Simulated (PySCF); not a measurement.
**Ionisation energy of Si by level of theory**

Si [Ne] 3s2 3p2 (3P) → Si⁺ [Ne] 3s2 3p1 (2P), as a difference of total energies. All numbers are calculated (PySCF 2.14, the non-relativistic Hamiltonian (point nucleus), in aug-cc-pV(T+d)Z with one added diffuse shell each of s, p, d, f type (7s6p5d3f, 71 functions)). Correlated levels: valence: [Ne] frozen. The calculations carry no spin-orbit coupling.

| method | ionisation energy (eV) |
| --- | --- |
| UHF | 7.638 |
| LDA | 8.238 |
| PBE | 8.199 |
| r2SCAN | 8.323 |
| r2SCAN0 | 8.299 |
| B2PLYP | 8.017 |
| revPBE | 8.181 |
| MP2 (valence) | 8.051 |
| SCS-MP2 (valence) | 7.963 |

Estimate what PBE0 gives.

8.219 eV, closest to LDA among the rows shown.

Estimate what M06-L gives.

8.043 eV, closest to MP2 (valence) among the rows shown.

Errors of the correlated levels include the incompleteness of this basis and the frozen core.

For comparison: 8.157 eV (measured; NIST levels, between the centres of gravity of the two terms).
